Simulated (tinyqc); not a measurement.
Extended Hueckel theory, for PH2, step by step. One step of it, computed by the program tinyqc.

Question. Orbitals. Solve H C = S C e through S^(-1/2); fill by pairs from the bottom, a degenerate level sharing its electrons equally; each orbital has its largest coefficient positive (the first on a tie).

H (eV), lower triangle:
```
             1P 3s      1P 3px      1P 3py      1P 3pz       2H 1s       3H 1s
1P 3s   -18.600000
1P 3px    0.000000  -14.000000
1P 3py    0.000000    0.000000  -14.000000
1P 3pz    0.000000    0.000000    0.000000  -14.000000
2H 1s   -13.561941    0.000000  -12.751738   -8.641205  -13.600000
3H 1s   -13.613540    0.000000   12.767054   -8.651959   -1.829621  -13.600000
```

overlap S, lower triangle:
```
           1P 3s    1P 3px     1P 3py    1P 3pz     2H 1s     3H 1s
1P 3s   1.000000
1P 3px  0.000000  1.000000
1P 3py  0.000000  0.000000   1.000000
1P 3pz  0.000000  0.000000   0.000000  1.000000
2H 1s   0.421178  0.000000   0.462020  0.313087  1.000000
3H 1s   0.422781  0.000000  -0.462574  0.313477  0.067265  1.000000
```

valence electrons = 7

Give: orbital energies; occupations; coefficients; sum of one-electron energies.

Answer.

orbital energies (eV): -22.6167  -19.1030  -15.0323  -14.0000  16.6583  22.4718

occupations: 2.0000  2.0000  2.0000  1.0000  0.0000  0.0000

coefficients:
```
            MO1      MO2      MO3     MO4      MO5      MO6
1P 3s    0.6313   0.0007  -0.4554  0.0000   0.0198   1.0418
1P 3px   0.0000   0.0000   0.0000  1.0000   0.0000   0.0000
1P 3py  -0.0004   0.5785  -0.0007  0.0000   1.2290  -0.0272
1P 3pz   0.1136   0.0005   0.8554  0.0000   0.0164   0.7977
2H 1s    0.3129   0.3765   0.1121  0.0000  -0.9395  -0.9065
3H 1s    0.3142  -0.3750   0.1121  0.0000   0.9021  -0.9482
```

sum of one-electron energies = -127.5039 eV
